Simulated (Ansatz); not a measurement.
Cartesian coordinates in Å:
```
Al 0.930 0.358 0.613
C -0.355 -0.890 -0.175
S -0.659 0.573 -1.278
H 0.409 1.316 1.765
H 2.429 0.296 0.107
H -1.291 -1.222 0.266
H 0.038 -1.662 -0.837
H -1.500 1.231 -0.462
```

Total charge 0; spin multiplicity 1. The bonds changed during the relaxation, so this is another structure than the one it started from.

List the CAM-B3LYP/def2-TZVPP orbital energies in eV (Ansatz). (Estimate.)

The calculation gave: Occupied: -2420.74, -1525.84, -279.20, -218.74, -163.33, -163.24, -163.13, -113.90, -74.63, -74.46, -74.43, -24.03, -19.55, -14.58, -13.68, -12.60, -11.51, -10.21, -9.63, -8.49. Lowest empty: 0.52, 0.80, 1.71, 2.41, 2.71, 3.20, 3.32, 3.74.
